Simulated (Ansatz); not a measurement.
Ansatz (an electronic-structure program) input (B3LYP-D3(BJ)/def2-TZVP):

Ansatz 0.2 input:
```yaml
crystal:
  periodic: [false, false, false]
  atoms:
    - {symbol: C, position_ang: [1.53379673, 0.72178748, -0.05598659]}
    - {symbol: C, position_ang: [0.05413916, 0.71444552, -0.20590311]}
    - {symbol: S, position_ang: [-0.80245468, -0.74723182, 0.15829164]}
    - {symbol: H, position_ang: [-2.04112453, -0.30969112, -0.11921902]}
    - {symbol: H, position_ang: [-0.44898370, 1.46562804, -0.79670620]}
    - {symbol: H, position_ang: [1.90387340, 1.74551367, 0.02581078]}
    - {symbol: H, position_ang: [1.84946314, 0.17840682, 0.83876032]}
    - {symbol: H, position_ang: [2.04843123, 0.25845385, -0.90997389]}
basis:
  gaussian:
    orbitals: def2-TZVP
hamiltonian:
  xc: b3lyp
  dispersion: d3bj
magnetization: {spin_polarized: true, initial_magnetization: 1}
phonons: {temperatures: {t_min: 298.15, t_max: 298.15, t_step: 100}}
```

Output:

```
Functional definition: B3LYP
integrals: 0.04 GiB planned
851 factors; their error is unknown
mean field: 0.55 GiB planned
mean field evaluation 1: about -12981.6710 eV, gradient 4.4e1 eV
mean field evaluation 2: about -12954.8016 eV, gradient 7.3e1 eV
mean field evaluation 4: about -12991.1464 eV, gradient 6.0e0 eV
mean field evaluation 8: about -12991.3254 eV, gradient 1.9e-1 eV
mean field evaluation 16: about -12991.3317 eV, gradient 5.0e-4 eV
mean field -12991.33167381 eV, -477.4226331715 hartree, gradient 1.2e-5 eV, S^2 0.755176; 0 other end points of the search recorded, 0 dependent functions left out
the calculation of the forces begins
reference -12991.33190596 eV, -477.4226417029 hartree; 17, 16 occupied and 112, 113 virtual orbitals, 851 factors
these checks for a lower state are left out or cut short: stability, starts, cluster_reference, orbital_swaps, neighbouring_geometries, increment
integrals: 0.04 GiB planned
851 factors; their error is unknown
mean field: 0.55 GiB planned
mean field -12991.33156161 eV, -477.4226290485 hartree, gradient 1.1e-6 eV, S^2 0.755180; 0 other end points of the search recorded, 0 dependent functions left out
the calculation of the forces begins
reference -12991.33179365 eV, -477.4226375755 hartree; 17, 16 occupied and 112, 113 virtual orbitals, 851 factors
these checks for a lower state are left out or cut short: stability, starts, cluster_reference, orbital_swaps, neighbouring_geometries, increment
integrals: 0.04 GiB planned
851 factors; their error is unknown
mean field: 0.55 GiB planned
mean field evaluation 32: about -12991.3315 eV, gradient 2.7e-6 eV
mean field -12991.33150274 eV, -477.4226268849 hartree, gradient 2.7e-6 eV, S^2 0.755172; 0 other end points of the search recorded, 0 dependent functions left out
the calculation of the forces begins
reference -12991.33173501 eV, -477.4226354208 hartree; 17, 16 occupied and 112, 113 virtual orbitals, 851 factors
these checks for a lower state are left out or cut short: stability, starts, cluster_reference, orbital_swaps, neighbouring_geometries, increment
integrals: 0.04 GiB planned
851 factors; their error is unknown
mean field: 0.55 GiB planned
mean field -12991.33151893 eV, -477.4226274800 hartree, gradient 2.6e-6 eV, S^2 0.755178; 0 other end points of the search recorded, 0 dependent functions left out
the calculation of the forces begins
reference -12991.33175105 eV, -477.4226360103 hartree; 17, 16 occupied and 112, 113 virtual orbitals, 851 factors
these checks for a lower state are left out or cut short: stability, starts, cluster_reference, orbital_swaps, neighbouring_geometries, increment
integrals: 0.04 GiB planned
851 factors; their error is unknown
mean field: 0.55 GiB planned
mean field -12991.33149468 eV, -477.4226265887 hartree, gradient 1.8e-6 eV, S^2 0.755174; 0 other end points of the search recorded, 0 dependent functions left out
the calculation of the forces begins
reference -12991.33172686 eV, -477.4226351213 hartree; 17, 16 occupied and 112, 113 virtual orbitals, 851 factors
these checks for a lower state are left out or cut short: stability, starts, cluster_reference, orbital_swaps, neighbouring_geometries, increment
integrals: 0.04 GiB planned
851 factors; their error is unknown
mean field: 0.55 GiB planned
mean field -12991.33151799 eV, -477.4226274453 hartree, gradient 1.7e-6 eV, S^2 0.755180; 0 other end points of the search recorded, 0 dependent functions left out
the calculation of the forces begins
reference -12991.33175013 eV, -477.4226359765 hartree; 17, 16 occupied and 112, 113 virtual orbitals, 851 factors
these checks for a lower state are left out or cut short: stability, starts, cluster_reference, orbital_swaps, neighbouring_geometries, increment
integrals: 0.04 GiB planned
[...]
the calculation of the forces begins
reference -12991.33179814 eV, -477.4226377406 hartree; 17, 16 occupied and 112, 113 virtual orbitals, 851 factors
these checks for a lower state are left out or cut short: stability, starts, cluster_reference, orbital_swaps, neighbouring_geometries, increment
integrals: 0.04 GiB planned
851 factors; their error is unknown
mean field: 0.55 GiB planned
mean field -12991.33166108 eV, -477.4226327038 hartree, gradient 8.3e-7 eV, S^2 0.755176; 0 other end points of the search recorded, 0 dependent functions left out
the calculation of the forces begins
reference -12991.33189323 eV, -477.4226412352 hartree; 17, 16 occupied and 112, 113 virtual orbitals, 851 factors
these checks for a lower state are left out or cut short: stability, starts, cluster_reference, orbital_swaps, neighbouring_geometries, increment
integrals: 0.04 GiB planned
851 factors; their error is unknown
mean field: 0.55 GiB planned
mean field -12991.33165873 eV, -477.4226326173 hartree, gradient 7.7e-7 eV, S^2 0.755176; 0 other end points of the search recorded, 0 dependent functions left out
the calculation of the forces begins
reference -12991.33189088 eV, -477.4226411489 hartree; 17, 16 occupied and 112, 113 virtual orbitals, 851 factors
these checks for a lower state are left out or cut short: stability, starts, cluster_reference, orbital_swaps, neighbouring_geometries, increment
integrals: 0.04 GiB planned
851 factors; their error is unknown
mean field: 0.55 GiB planned
mean field -12991.33167653 eV, -477.4226332715 hartree, gradient 1.1e-6 eV, S^2 0.755176; 0 other end points of the search recorded, 0 dependent functions left out
the calculation of the forces begins
reference -12991.33190871 eV, -477.4226418040 hartree; 17, 16 occupied and 112, 113 virtual orbitals, 851 factors
these checks for a lower state are left out or cut short: stability, starts, cluster_reference, orbital_swaps, neighbouring_geometries, increment
integrals: 0.04 GiB planned
851 factors; their error is unknown
mean field: 0.55 GiB planned
mean field -12991.33162552 eV, -477.4226313972 hartree, gradient 1.0e-6 eV, S^2 0.755175; 0 other end points of the search recorded, 0 dependent functions left out
the calculation of the forces begins
reference -12991.33185765 eV, -477.4226399276 hartree; 17, 16 occupied and 112, 113 virtual orbitals, 851 factors
these checks for a lower state are left out or cut short: stability, starts, cluster_reference, orbital_swaps, neighbouring_geometries, increment
integrals: 0.04 GiB planned
851 factors; their error is unknown
mean field: 0.55 GiB planned
mean field evaluation 256: about -12991.3316 eV, gradient 8.9e-7 eV
mean field -12991.33164227 eV, -477.4226320124 hartree, gradient 9.0e-7 eV, S^2 0.755176; 0 other end points of the search recorded, 0 dependent functions left out
the calculation of the forces begins
reference -12991.33187440 eV, -477.4226405433 hartree; 17, 16 occupied and 112, 113 virtual orbitals, 851 factors
these checks for a lower state are left out or cut short: stability, starts, cluster_reference, orbital_swaps, neighbouring_geometries, increment
integrals: 0.04 GiB planned
851 factors; their error is unknown
mean field: 0.55 GiB planned
mean field -12991.33163514 eV, -477.4226317504 hartree, gradient 1.1e-6 eV, S^2 0.755176; 0 other end points of the search recorded, 0 dependent functions left out
the calculation of the forces begins
reference -12991.33186731 eV, -477.4226402825 hartree; 17, 16 occupied and 112, 113 virtual orbitals, 851 factors
these checks for a lower state are left out or cut short: stability, starts, cluster_reference, orbital_swaps, neighbouring_geometries, increment
integrals: 0.04 GiB planned
851 factors; their error is unknown
mean field: 0.55 GiB planned
mean field -12991.33161146 eV, -477.4226308802 hartree, gradient 1.6e-6 eV, S^2 0.755176; 0 other end points of the search recorded, 0 dependent functions left out
the calculation of the forces begins
reference -12991.33184366 eV, -477.4226394135 hartree; 17, 16 occupied and 112, 113 virtual orbitals, 851 factors
these checks for a lower state are left out or cut short: stability, starts, cluster_reference, orbital_swaps, neighbouring_geometries, increment
integrals: 0.04 GiB planned
851 factors; their error is unknown
mean field: 0.55 GiB planned
mean field -12991.33159217 eV, -477.4226301714 hartree, gradient 1.4e-6 eV, S^2 0.755176; 0 other end points of the search recorded, 0 dependent functions left out
the calculation of the forces begins
reference -12991.33182428 eV, -477.4226387011 hartree; 17, 16 occupied and 112, 113 virtual orbitals, 851 factors
these checks for a lower state are left out or cut short: stability, starts, cluster_reference, orbital_swaps, neighbouring_geometries, increment
integrals: 0.04 GiB planned
851 factors; their error is unknown
mean field: 0.55 GiB planned
mean field -12991.33167160 eV, -477.4226330903 hartree, gradient 1.8e-6 eV, S^2 0.755177; 0 other end points of the search recorded, 0 dependent functions left out
the calculation of the forces begins
reference -12991.33190381 eV, -477.4226416239 hartree; 17, 16 occupied and 112, 113 virtual orbitals, 851 factors
these checks for a lower state are left out or cut short: stability, starts, cluster_reference, orbital_swaps, neighbouring_geometries, increment
integrals: 0.04 GiB planned
851 factors; their error is unknown
mean field: 0.56 GiB planned
mean field -12991.33161268 eV, -477.4226309250 hartree, gradient 1.6e-6 eV, S^2 0.755174; 0 other end points of the search recorded, 0 dependent functions left out
the calculation of the forces begins
reference -12991.33184477 eV, -477.4226394544 hartree; 17, 16 occupied and 112, 113 virtual orbitals, 851 factors
these checks for a lower state are left out or cut short: stability, starts, cluster_reference, orbital_swaps, neighbouring_geometries, increment
integrals: 0.04 GiB planned
851 factors; their error is unknown
mean field: 0.55 GiB planned
mean field evaluation 288: about -12991.3256 eV, gradient 2.6e-1 eV
mean field -12991.33165038 eV, -477.4226323105 hartree, gradient 3.0e-6 eV, S^2 0.755175; 0 other end points of the search recorded, 0 dependent functions left out
the calculation of the forces begins
reference -12991.33188252 eV, -477.4226408414 hartree; 17, 16 occupied and 112, 113 virtual orbitals, 851 factors
these checks for a lower state are left out or cut short: stability, starts, cluster_reference, orbital_swaps, neighbouring_geometries, increment
integrals: 0.04 GiB planned
851 factors; their error is unknown
mean field: 0.55 GiB planned
mean field -12991.33164130 eV, -477.4226319769 hartree, gradient 2.9e-6 eV, S^2 0.755176; 0 other end points of the search recorded, 0 dependent functions left out
the calculation of the forces begins
reference -12991.33187347 eV, -477.4226405089 hartree; 17, 16 occupied and 112, 113 virtual orbitals, 851 factors
these checks for a lower state are left out or cut short: stability, starts, cluster_reference, orbital_swaps, neighbouring_geometries, increment
integrals: 0.04 GiB planned
851 factors; their error is unknown
mean field: 0.55 GiB planned
mean field -12991.33160048 eV, -477.4226304767 hartree, gradient 1.7e-6 eV, S^2 0.755174; 0 other end points of the search recorded, 0 dependent functions left out
the calculation of the forces begins
reference -12991.33183261 eV, -477.4226390074 hartree; 17, 16 occupied and 112, 113 virtual orbitals, 851 factors
these checks for a lower state are left out or cut short: stability, starts, cluster_reference, orbital_swaps, neighbouring_geometries, increment
integrals: 0.04 GiB planned
851 factors; their error is unknown
mean field: 0.56 GiB planned
mean field -12991.33161970 eV, -477.4226311830 hartree, gradient 1.9e-6 eV, S^2 0.755178; 0 other end points of the search recorded, 0 dependent functions left out
the calculation of the forces begins
reference -12991.33185187 eV, -477.4226397153 hartree; 17, 16 occupied and 112, 113 virtual orbitals, 851 factors
Total energy: -12991.57351735 eV, -477.4315207578 hartree
Atom 0 at     1.533797     0.721787    -0.055987 Å, force     0.000066     0.000438    -0.000287 eV/Å
Atom 1 at     0.054139     0.714446    -0.205903 Å, force     0.000487    -0.000247     0.000222 eV/Å
Atom 2 at    -0.802455    -0.747232     0.158292 Å, force    -0.000869    -0.000234     0.000083 eV/Å
Atom 3 at    -2.041125    -0.309691    -0.119219 Å, force    -0.000305    -0.000514     0.000084 eV/Å
Atom 4 at    -0.448984     1.465628    -0.796706 Å, force     0.000116     0.000390    -0.000167 eV/Å
Atom 5 at     1.903873     1.745514     0.025811 Å, force     0.000401     0.000090     0.000085 eV/Å
Atom 6 at     1.849463     0.178407     0.838760 Å, force    -0.000053     0.000051     0.000027 eV/Å
Atom 7 at     2.048431     0.258454    -0.909974 Å, force     0.000157     0.000027    -0.000046 eV/Å
Dipole moment:    -0.036262     0.159670    -0.107631 e Å
Vibrations: 122.06 218.55 305.26 391.10 734.83 900.20 1010.73 1041.87 1139.85 1302.97 1412.50 1471.38 1486.66 2675.17 2960.82 3040.72 3086.73 3200.17 cm⁻¹, zero-point energy 1.642888 eV
```

It need not be the lowest isomer of its formula.
